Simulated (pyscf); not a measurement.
Single points on ωB97X-D3(BJ)/def2-SVP structures (PySCF, gas phase).

Q: Estimate the classical barrier height and the reaction energy of `[OH][SiH]([F])[F]` + `[FH]` + `[NH3]` → `[F][SiH]([F])[F]` + `[OH2]` + `[NH3]` at PBE0-D3(BJ)/def2-TZVP. The step runs on the singlet surface, breaks O–Si, F–H, H–N and forms F–Si, H–O, H–N; take the separated reactants as zero.

A: ΔE‡ = -40.2 kJ/mol, ΔE = -32.8 kJ/mol. ωB97M-D3(BJ)/def2-TZVP gives -31.3 kJ/mol and -34.8 kJ/mol. Zero-point energy shifts the barrier by +22.8 kJ/mol. It is a multi-bond step, with an imaginary mode of 180i cm⁻¹. On the reactant side the descent ends in a bound adduct (not fully relaxed), 105.1 kJ/mol under the separated species and 74.2 kJ/mol under the saddle at ωB97X-D3(BJ)/def2-TZVP. On the product side the descent ends in an adduct with a O–Si contact, 68.6 kJ/mol under the separated species and 71.1 kJ/mol under the saddle at ωB97X-D3(BJ)/def2-TZVP. At PBE0-D3(BJ) the saddle lies under the separated reactants, which points to a path from their complex (located at ωB97X-D3(BJ) alone). At PBE0-D3(BJ) the saddle lies under the separated products, which points to a path from their complex (located at ωB97X-D3(BJ) alone). What is counted as broken (O–Si) persists as a longer contact in the product adduct; parting that adduct is a step of its own. One saddle was located; it need not be the lowest between these sides.
